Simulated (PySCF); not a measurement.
**CAM-B3LYP/def2-TZVPPD run of NH3 (ammonia)**

Aim: the energy change on altering one bond length of NH3 (ammonia) at CAM-B3LYP/def2-TZVPPD, from 2 runs. The job is set up through a Python script.

The calculation is run with PySCF 2.14.0.

4 further runs of the same task are left out: 4 set aside as unsound or not needed.

## 1. The system as given

NH3: 4 atoms, total charge 0, spin state singlet. SMILES: `N`. The coordinates come from a GFN2-xTB relaxation.

Bond lengths: N1–H2 1.013 Å, N1–H3 1.013 Å, N1–H4 1.013 Å. Angles: H2–N1–H3 107.7°, H2–N1–H4 107.7°, H3–N1–H4 107.7°.

## 2. A single-point energy at CAM-B3LYP/def2-TZVPPD

Input file input.py:

```python
from pyscf import gto, dft

mol = gto.M(
    atom='''
N   -0.068160   0.242830   0.108060
H    0.491930  -0.300470   0.753380
H   -0.891960  -0.300620  -0.118350
H    0.468190   0.358250  -0.743090
''',
    verbose=3,
    charge=0,
    basis='def2-tzvppd',
    max_memory=1860,
)

myscf = dft.RKS(mol, xc='cam-b3lyp')
myscf.grids.level = 5
myscf.conv_tol = 1e-10
myscf.kernel()
if not myscf.converged:
    myscf = myscf.newton().run(myscf.mo_coeff, myscf.mo_occ)

e_tot = myscf.e_tot
print('E = %.10f Eh' % e_tot)
```

Launch:

```
OMP_NUM_THREADS=1 python input.py
```

What it wrote:

```text
converged SCF energy = -56.5591852151241
E = -56.5591852151 Eh
```

It took 9 s on 1 thread of Arm Neoverse V1, shared host; peak memory 0.41 GiB.

## 3. The distorted shape at the same level

Input file geometry.xyz:

```xyz
4
H3N
N     -0.336352     0.185116     0.533663
H      0.223738    -0.358184     1.178983
H     -1.160152    -0.358334     0.307253
H      0.468190     0.358250    -0.743090
```

Input file run.py:

```python
from pyscf import gto, dft

system = gto.M(
    atom='geometry.xyz',
    max_memory=1860,
    basis='def2-tzvppd',
    verbose=3,
)

ks = dft.RKS(system, xc='cam-b3lyp')
ks.conv_tol = 1e-10
ks.grids.level = 5
ks.kernel()
if not ks.converged:
    ks = ks.newton().run(ks.mo_coeff, ks.mo_occ)

etot = ks.e_tot
print('E = %.10f Eh' % etot)
```

Launch:

```
OMP_NUM_THREADS=1 python run.py
```

What it wrote:

```text
converged SCF energy = -56.472502662097
E = -56.4725026621 Eh
```

Run time: 9.3 s. Hardware: 1 thread of Arm Neoverse V1, shared host; peak memory 0.41 GiB.

## 4. What came out

At CAM-B3LYP/def2-TZVPPD:

| quantity | value |
| --- | --- |
| first shape: total energy | -56.55919 Eh |
| first shape: dipole moment | 1.51 D |
| first shape: HOMO energy | -9.18 eV |
| first shape: LUMO energy | 0.90 eV |
| first shape: HOMO–LUMO gap | 10.08 eV |
| distorted shape: total energy | -56.47250 Eh |
| distorted shape: dipole moment | 1.43 D |
| distorted shape: HOMO energy | -9.13 eV |
| distorted shape: LUMO energy | -0.25 eV |
| distorted shape: HOMO–LUMO gap | 8.87 eV |
| energy change with the N1–H4 bond stretched from 1.013 to 1.519 Å | 2.359 eV |

In words: With the N1–H4 bond stretched from 1.013 to 1.519 Å the energy rises by 2.36 eV (54 kcal/mol). The first shape isn't relaxed at this level, so the change isn't measured from a minimum. Mulliken charges (distorted shape) run from -0.39 on N1 to +0.15 on H4; in a basis this large or diffuse they mean little.
